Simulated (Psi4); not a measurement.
# One shape, several levels: doublet [SiH2O2]+

Aim: a comparison of 5 runs (UB3LYP/6-31G*, U-wB97X-V/aug-cc-pVDZ, UHSE06/aug-cc-pVDZ, UTPSSh/aug-cc-pVDZ) of doublet [SiH2O2]+. 

Program for the calculation: Psi4 1.11.

2 further runs of the same task are left out: 2 set aside as unsound or not needed.

## 1. The system as given

[SiH2O2]+ has 5 atoms, charge +1, and is taken as a doublet. As SMILES of the parent species, `O[Si]O`. The shape is that of a PBE0-D4/def2-TZVP optimisation. This is one conformer, not always the lowest. That shape belongs to the parent species and isn't relaxed for this state.

Bond lengths: O1–Si2 1.642 Å, Si2–O3 1.663 Å, O1–H4 0.964 Å, O3–H5 0.960 Å. Angles: O1–Si2–O3 99.4°, Si2–O1–H4 117.5°, Si2–O3–H5 116.1°.

## 2. Energy and forces at UB3LYP/6-31G(d) (spherical functions) (run 1)

Input file run.py:

```python
import psi4

psi4.set_memory(2200000000)
psi4.set_num_threads(1)
psi4.core.set_output_file('psi4.out', False)

geom = psi4.geometry("""
1 2
O
Si 1 1.642005
O 2 1.662725 1 99.37596
H 1 0.963717 2 117.47399 3 0.02945
H 3 0.960061 2 116.05777 1 179.99842
symmetry c1
""")

options = {'reference': 'uks', 'puream': True, 'e_convergence': 1e-09, 'd_convergence': 1e-08, 'scf_type': 'pk', 'dft_radial_points': 99, 'dft_spherical_points': 590, 'maxiter': 100}
psi4.set_options(options)

E = psi4.gradient('b3lyp/6-31G*')
print('gradient / Eh bohr^-1')
print(E.np.round(6))
for k, v in sorted(psi4.core.scalar_variables().items()):
    print(f'{k:45s} {v:18.10f}')
```

Launch:

```console
$ python run.py
```

psi4.out:

```text
[...]
  Running in c1 symmetry.
[...]
  Nuclear repulsion =  103.646262034602145
[...]
  Multiplicity = 2
[...]
  Nalpha       = 16
  Nbeta        = 15
[...]
    Number of basis functions: 50
[...]
   @UKS iter   1:  -440.54233509753232    8.25651e-02   1.70180e-02 DIIS/ADIIS
[...]
   @UKS iter  14:  -440.83582368821402   -6.82121e-13   3.12105e-09 DIIS
[...]
   @S^2 Observed:                7.537198098E-01
[...]
    Orbital Energies [Eh]
    ---------------------
    Alpha Occupied:
       1A    -66.499405     2A    -19.444222     3A    -19.409781
       4A     -5.645190     5A     -4.005425     6A     -4.004017
       7A     -4.001067     8A     -1.296745     9A     -1.256647
      10A     -0.837916    11A     -0.786384    12A     -0.687648
      13A     -0.633109    14A     -0.611212    15A     -0.581827
      16A     -0.572638
    Alpha Virtual:
      17A     -0.318404    18A     -0.233429    19A     -0.174407
      20A     -0.105237    21A     -0.077603    22A     -0.026556
      23A      0.015661    24A      0.086999    25A      0.107658
[...]
  @UKS Final Energy:  -440.83582368821402
   => Energetics <=
    Nuclear Repulsion Energy =            103.6462620346021453
    One-Electron Energy =                -806.8405347027434118
    Two-Electron Energy =                 293.5070707292876477
    DFT Exchange-Correlation Energy =     -31.1486217493604016
    Empirical Dispersion Energy =           0.0000000000000000
    VV10 Nonlocal Energy =                  0.0000000000000000
    Total Energy =                       -440.8358236882140204
[...]
 Multipole Moments:
 ------------------------------------------------------------------------------------
     Multipole            Electronic (a.u.)      Nuclear  (a.u.)        Total (a.u.)
 ------------------------------------------------------------------------------------
 L = 1.  Multiply by 2.5417464519 to convert [e a0] to [Debye]
 Dipole X            :          0.0000878           -0.0003768           -0.0002890
 Dipole Y            :          1.7684012           -1.7127974            0.0556038
 Dipole Z            :          1.3493010           -0.1443402            1.2049609
 Magnitude           :                                                    1.2062432
[...]
  -Total Gradient:
     Atom            X                  Y                   Z
    ------   -----------------  -----------------  -----------------
       1       -0.000003281701    -0.036575998756    -0.028706324344
       2       -0.000002118148     0.040820564592     0.048856462507
       3        0.000000284975    -0.034965346108    -0.008818773558
       4        0.000004485538     0.013595037694     0.006028109614
       5        0.000000651053     0.017145384158    -0.017394501554
[...]
```

On the terminal:

```text
gradient / Eh bohr^-1
[[-3.0000e-06 -3.6576e-02 -2.8706e-02]
 [-2.0000e-06  4.0821e-02  4.8856e-02]
 [ 0.0000e+00 -3.4965e-02 -8.8190e-03]
 [ 4.0000e-06  1.3595e-02  6.0280e-03]
 [ 1.0000e-06  1.7145e-02 -1.7395e-02]]
CURRENT ENERGY                                   -440.8358236882
CURRENT REFERENCE ENERGY                         -440.8358236882
DD SOLVATION ENERGY                                 0.0000000000
DFT FUNCTIONAL TOTAL ENERGY                      -440.8358236882
DFT TOTAL ENERGY                                 -440.8358236882
DFT VV10 ENERGY                                     0.0000000000
DFT XC ENERGY                                     -31.1486217494
GRID ELECTRONS ALPHA                               16.0000002240
GRID ELECTRONS BETA                                15.0000002108
GRID ELECTRONS TOTAL                               31.0000004348
NUCLEAR REPULSION ENERGY                          103.6462620346
ONE-ELECTRON ENERGY                              -806.8405347027
PCM POLARIZATION ENERGY                             0.0000000000
PE ENERGY                                           0.0000000000
SCF ITERATION ENERGY                             -440.8358236882
SCF ITERATIONS                                     14.0000000000
SCF TOTAL ENERGY                                 -440.8358236882
TWO-ELECTRON ENERGY                               293.5070707293
XC GRID RADIAL POINTS                              99.0000000000
XC GRID SPHERICAL POINTS                          590.0000000000
XC GRID TOTAL POINTS                           279954.0000000000
```

Wall time 22 s (1 thread of Intel Xeon Platinum 8259CL at 2.50GHz (Skylake/Cascade Lake), shared host); peak memory 0.59 GiB.

## 3. A single-point energy at UB3LYP/6-31G(d) (Cartesian functions) (run 2)

Input file h2o2si.xyz:

```xyz
5
H2O2Si
O     -1.443200    -0.105600    -0.275000
Si    -0.212000    -0.791300     0.567700
O      1.036000     0.187500     0.068600
H     -1.231900     0.648900    -0.836100
H      1.901100    -0.013100     0.433400
```

Input file h2o2si.py:

```python
import psi4

psi4.set_memory(2200000000)
psi4.set_num_threads(1)
psi4.core.set_output_file('run.log', False)

with open('h2o2si.xyz') as f:
    atoms = ''.join(f.readlines()[2:])
geom = psi4.geometry('1 2\n' + atoms + 'symmetry c1')

psi4.set_options({
    'basis': '6-31G*',
    'reference': 'uks',
    'puream': False,
    'e_convergence': 1e-09,
    'd_convergence': 1e-08,
    'scf_type': 'pk',
    'dft_radial_points': 99,
    'dft_spherical_points': 590,
    'maxiter': 100,
})

e, wfn = psi4.energy('b3lyp', molecule=geom, return_wfn=True)
psi4.oeprop(wfn, 'MAYER_INDICES', 'LOWDIN_CHARGES', 'WIBERG_LOWDIN_INDICES')
print('E =', round(e, 9))
```

Launch:

```console
$ python h2o2si.py
```

run.log:

```text
[...]
  Running in c1 symmetry.
[...]
  Nuclear repulsion =  103.646253627355790
[...]
  Multiplicity = 2
[...]
  Nalpha       = 16
  Nbeta        = 15
[...]
    Number of basis functions: 53
[...]
   @UKS iter   1:  -440.54869288415546    7.80127e-02   1.61683e-02 ADIIS/DIIS
[...]
   @UKS iter  14:  -440.84037665967958   -1.13687e-12   3.14628e-09 DIIS
[...]
   @S^2 Observed:                7.537029765E-01
[...]
    Orbital Energies [Eh]
    ---------------------
    Alpha Occupied:
       1A    -66.508664     2A    -19.453053     3A    -19.418640
       4A     -5.645727     5A     -4.006341     6A     -4.004942
       7A     -4.001988     8A     -1.296882     9A     -1.256683
      10A     -0.837850    11A     -0.786279    12A     -0.687709
      13A     -0.633117    14A     -0.611190    15A     -0.581798
      16A     -0.572539
    Alpha Virtual:
      17A     -0.318321    18A     -0.234579    19A     -0.176226
      20A     -0.105447    21A     -0.077957    22A     -0.028271
      23A      0.015637    24A      0.086908    25A      0.106763
[...]
  @UKS Final Energy:  -440.84037665967958
   => Energetics <=
    Nuclear Repulsion Energy =            103.6462536273557902
    One-Electron Energy =                -806.8039084520169126
    Two-Electron Energy =                 293.4455048701683495
    DFT Exchange-Correlation Energy =     -31.1282267051868118
    Empirical Dispersion Energy =           0.0000000000000000
    VV10 Nonlocal Energy =                  0.0000000000000000
    Total Energy =                       -440.8403766596795776
[...]
 Multipole Moments:
 ------------------------------------------------------------------------------------
     Multipole            Electronic (a.u.)      Nuclear  (a.u.)        Total (a.u.)
 ------------------------------------------------------------------------------------
 L = 1.  Multiply by 2.5417464519 to convert [e a0] to [Debye]
 Dipole X            :         -0.1120609            0.9827718            0.8707109
 Dipole Y            :         -1.7425843            1.2000747           -0.5425096
 Dipole Z            :          1.3827370           -0.7406014            0.6421356
 Magnitude           :                                                    1.2102860
[...]
```

On the terminal:

```text
E = -440.84037666
```

Wall time 17 s (1 thread of Intel Xeon Platinum 8259CL at 2.50GHz (Skylake/Cascade Lake), shared host); peak memory 0.61 GiB.

Runs 3 to 4 aren't shown in full; the table further down has their settings and results.

## 4. Energy and gradient at UTPSSh/aug-cc-pVDZ (run 5)

Input file job.json:

```json
{
  "schema_name": "qcschema_input",
  "schema_version": 1,
  "molecule": {
    "schema_name": "qcschema_molecule",
    "schema_version": 2,
    "symbols": ["O", "Si", "O", "H", "H"],
    "geometry": [-2.72725274, -0.19955508, -0.51967468, -0.40062194, -1.49534028, 1.07279752, 1.95775627, 0.35432365, 0.12963521, -2.32795361, 1.22624328, -1.58000001, 3.59255834, -0.02475541, 0.8190073],
    "molecular_charge": 1,
    "molecular_multiplicity": 2,
    "fix_symmetry": "c1",
    "fix_com": true,
    "fix_orientation": true
  },
  "driver": "gradient",
  "model": {
    "method": "tpssh",
    "basis": "aug-cc-pVDZ"
  },
  "keywords": {
    "reference": "uks",
    "puream": true,
    "e_convergence": 1e-09,
    "d_convergence": 1e-08,
    "scf_type": "pk",
    "dft_radial_points": 99,
    "dft_spherical_points": 590,
    "maxiter": 100
  }
}
```

Launch:

```console
$ psi4 --qcschema job.json -n 1 --memory 2200MB
```

stdout:

```text
[...]
  Running in c1 symmetry.
[...]
  Nuclear repulsion =  103.646253707904961
[...]
  Multiplicity = 2
[...]
  Nalpha       = 16
  Nbeta        = 15
[...]
    Number of basis functions: 91
[...]
   @UKS iter   1:  -440.50914199362148    1.34136e-01   1.06407e-02 DIIS/ADIIS
[...]
   @UKS iter  14:  -440.88464029166175   -1.30740e-12   2.13416e-09 DIIS
[...]
   @S^2 Observed:                7.544689707E-01
[...]
    Orbital Energies [Eh]
    ---------------------
    Alpha Occupied:
       1A    -66.389538     2A    -19.372479     3A    -19.341147
       4A     -5.593264     5A     -3.943512     6A     -3.941907
       7A     -3.939449     8A     -1.277376     9A     -1.240044
      10A     -0.818560    11A     -0.766472    12A     -0.671034
      13A     -0.616035    14A     -0.596406    15A     -0.566205
      16A     -0.562333
    Alpha Virtual:
      17A     -0.338208    18A     -0.249349    19A     -0.201567
      20A     -0.153689    21A     -0.128700    22A     -0.118844
      23A     -0.102734    24A     -0.071435    25A     -0.060176
[...]
  @UKS Final Energy:  -440.88464029166175
   => Energetics <=
    Nuclear Repulsion Energy =            103.6462537079049611
    One-Electron Energy =                -806.6736699684072391
    Two-Electron Energy =                 296.9997841179931015
    DFT Exchange-Correlation Energy =     -34.8570081491525698
    Empirical Dispersion Energy =           0.0000000000000000
    VV10 Nonlocal Energy =                  0.0000000000000000
    Total Energy =                       -440.8846402916617535
[...]
 Multipole Moments:
 ------------------------------------------------------------------------------------
     Multipole            Electronic (a.u.)      Nuclear  (a.u.)        Total (a.u.)
 ------------------------------------------------------------------------------------
 L = 1.  Multiply by 2.5417464519 to convert [e a0] to [Debye]
 Dipole X            :         10.9225097          -10.5000742            0.4224355
 Dipole Y            :         17.3473356          -18.4951275           -1.1477919
 Dipole Z            :        -10.1536493           11.1378568            0.9842075
 Magnitude           :                                                    1.5698861
[...]
  -Total Gradient:
     Atom            X                  Y                   Z
    ------   -----------------  -----------------  -----------------
       1        0.014276866003     0.027836458450    -0.019165877629
       2        0.007633860266    -0.031902380906     0.027577879842
       3        0.004319573133     0.017932879653    -0.013486678178
       4       -0.004361180690    -0.010175686109     0.007210658040
       5       -0.021910510077    -0.003688292166    -0.002148056860
[...]
```

The result, in JSON:

```text
{
 "driver": "gradient",
 "model": {
  "method": "tpssh",
  "basis": "aug-cc-pVDZ"
 },
 "success": true,
 "return_result": [0.014276866003295252, 0.027836458450150897, -0.01916587762944927, 0.007633860265563, -0.031902380906226546, 0.02757787984229934, 0.004319573133049537, 0.017932879652869715, -0.013486678178130707, -0.00436118068954653, -0.010175686109192561, 0.007210658040371909, -0.021910510077489342, -0.0036882921660539025, -0.0021480568604776984],
 "properties": {
  "calcinfo_nbasis": 91,
  "calcinfo_nmo": 91,
  "calcinfo_nalpha": 16,
  "calcinfo_nbeta": 15,
  "calcinfo_natom": 5,
  "nuclear_repulsion_energy": 103.64625370790496,
  "return_energy": -440.88464029166175,
  "return_gradient": [0.014276866003295252, 0.027836458450150897, -0.01916587762944927, 0.007633860265563, -0.031902380906226546, 0.02757787984229934, 0.004319573133049537, 0.017932879652869715, -0.013486678178130707, -0.00436118068954653, -0.010175686109192561, 0.007210658040371909, -0.021910510077489342, -0.0036882921660539025, -0.0021480568604776984],
  "scf_one_electron_energy": -806.6736699684072,
  "scf_two_electron_energy": 296.9997841179931,
  "scf_xc_energy": -34.85700814915257,
  "scf_dipole_moment": [0.4224354723149215, -1.147791855147041, 0.9842074802734189],
  "scf_total_energy": -440.88464029166175,
  "scf_total_gradient": [0.014276866003295252, 0.027836458450150897, -0.01916587762944927, 0.007633860265563, -0.031902380906226546, 0.02757787984229934, 0.004319573133049537, 0.017932879652869715, -0.013486678178130707, -0.00436118068954653, -0.010175686109192561, 0.007210658040371909, -0.021910510077489342, -0.0036882921660539025, -0.0021480568604776984],
  "scf_iterations": 14
 }
}
```

Wall time 1.9 min (1 thread of Intel Xeon Platinum 8259CL at 2.50GHz (Skylake/Cascade Lake), shared host); peak memory 1.3 GiB.

## 5. The series

```
run                                level      task  Cartesian functions  energy (Eh)  HOMO energy (eV)  LUMO energy (eV)   ⟨S²⟩  wall time
  1  UB3LYP/6-31G* (spherical functions)  gradient                   no  -440.835824            -15.58            -12.24  0.754       22 s
  2  UB3LYP/6-31G* (Cartesian functions)    energy                  yes  -440.840377            -15.58            -12.24  0.754       17 s
  3                U-wB97X-V/aug-cc-pVDZ    energy                   no  -440.767614            -18.31            -10.02  0.754    2.3 min
  4                   UHSE06/aug-cc-pVDZ    energy                   no  -440.619142            -15.62            -12.28  0.755       62 s
  5                   UTPSSh/aug-cc-pVDZ  gradient                   no  -440.884640            -15.30            -12.40  0.754    1.9 min
```

## 6. Results

| quantity | value |
| --- | --- |
| run 5: total energy | -440.88464 Eh |
| run 5: HOMO energy (highest over α and β) | -15.30 eV |
| run 5: LUMO energy (lowest over α and β) | -12.40 eV |
| run 5: ⟨S²⟩ | 0.754 |
| run 5: largest force on an atom | 2.204 eV/Å |

In words: Totals of different functionals can't be ranked against each other. All runs together took 5.9 min, the longest 2.3 min.
